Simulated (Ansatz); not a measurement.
Born–Oppenheimer molecular dynamics of CN (2 atoms, charge -1, multiplicity 1). It starts from a relaxed structure.

Computed with RKS BLYP-D4/def2-mTZVP in Ansatz 0.2.0.

| Quantity | Value |
| --- | --- |
| ensemble | NVE (velocity Verlet) |
| time step | 1 fs |
| steps asked | 300 |
| starting velocities drawn for | 500 K |
| seed | 209113 |

Frames 10 fs apart, positions in Å, forces in eV/Å.

Velocities at 70.0 fs (Å/ps):

```
C -1.51 0.49 -0.78
N 1.29 -0.42 0.67
```

```xyz
2
Properties=species:S:1:pos:R:3:forces:R:3 time_fs=70.0 energy_less_start_eV=0.019 T=83
C 0.515 -0.167 0.265 -1.58 0.51 -0.81
N -0.513 0.166 -0.265 1.58 -0.51 0.81
2
Properties=species:S:1:pos:R:3:forces:R:3 time_fs=80.0 energy_less_start_eV=0.003 T=443
C 0.502 -0.163 0.259 0.62 -0.20 0.32
N -0.503 0.163 -0.259 -0.62 0.20 -0.32
2
Properties=species:S:1:pos:R:3:forces:R:3 time_fs=90.0 energy_less_start_eV=0.002 T=453
C 0.503 -0.163 0.259 0.56 -0.18 0.29
N -0.503 0.163 -0.259 -0.56 0.18 -0.29
2
Properties=species:S:1:pos:R:3:forces:R:3 time_fs=100.0 energy_less_start_eV=0.018 T=95
C 0.515 -0.167 0.265 -1.56 0.50 -0.80
N -0.513 0.166 -0.264 1.56 -0.50 0.80
2
Properties=species:S:1:pos:R:3:forces:R:3 time_fs=110.0 energy_less_start_eV=0.021 T=39
C 0.497 -0.161 0.256 1.82 -0.59 0.94
N -0.498 0.161 -0.256 -1.82 0.59 -0.94
2
Properties=species:S:1:pos:R:3:forces:R:3 time_fs=120.0 energy_less_start_eV=0.007 T=343
C 0.511 -0.166 0.263 -0.99 0.32 -0.51
N -0.510 0.165 -0.263 0.99 -0.32 0.51
2
Properties=species:S:1:pos:R:3:forces:R:3 time_fs=130.0 energy_less_start_eV=0.001 T=474
C 0.508 -0.164 0.262 -0.41 0.13 -0.21
N -0.508 0.164 -0.262 0.41 -0.13 0.21
2
Properties=species:S:1:pos:R:3:forces:R:3 time_fs=140.0 energy_less_start_eV=0.014 T=192
C 0.498 -0.161 0.257 1.47 -0.48 0.76
N -0.499 0.162 -0.257 -1.47 0.48 -0.76
2
Properties=species:S:1:pos:R:3:forces:R:3 time_fs=150.0 energy_less_start_eV=0.022 T=5
C 0.516 -0.167 0.266 -1.71 0.55 -0.88
N -0.514 0.166 -0.265 1.71 -0.55 0.88
2
Properties=species:S:1:pos:R:3:forces:R:3 time_fs=160.0 energy_less_start_eV=0.009 T=298
C 0.500 -0.162 0.257 1.18 -0.38 0.61
N -0.500 0.162 -0.258 -1.18 0.38 -0.61
2
Properties=species:S:1:pos:R:3:forces:R:3 time_fs=170.0 energy_less_start_eV=0.000 T=500
C 0.506 -0.164 0.261 -0.05 0.02 -0.03
N -0.506 0.164 -0.261 0.05 -0.02 0.03
2
Properties=species:S:1:pos:R:3:forces:R:3 time_fs=180.0 energy_less_start_eV=0.011 T=245
C 0.513 -0.166 0.264 -1.25 0.40 -0.64
N -0.512 0.166 -0.264 1.25 -0.40 0.64
```

Of the whole run (300 fs, mean temperature of the second half 251 K): The conserved energy stayed within 0.43 meV per atom of its start (net change 0.011 meV per atom), so the integration is sound. The temperature averaged 0.50 of the 500 K drawn at the start: a run that starts near a minimum puts about half its kinetic energy into the potential. A run of 0.3 ps of so small a system gives no equilibrium averages. Limits of this set-up: an anion without diffuse functions, the dipole of an ion depends on the origin.

The run took 2.3 min on 1 thread of AMD EPYC (Zen 3), on a shared host, peak memory 0.085 GiB.
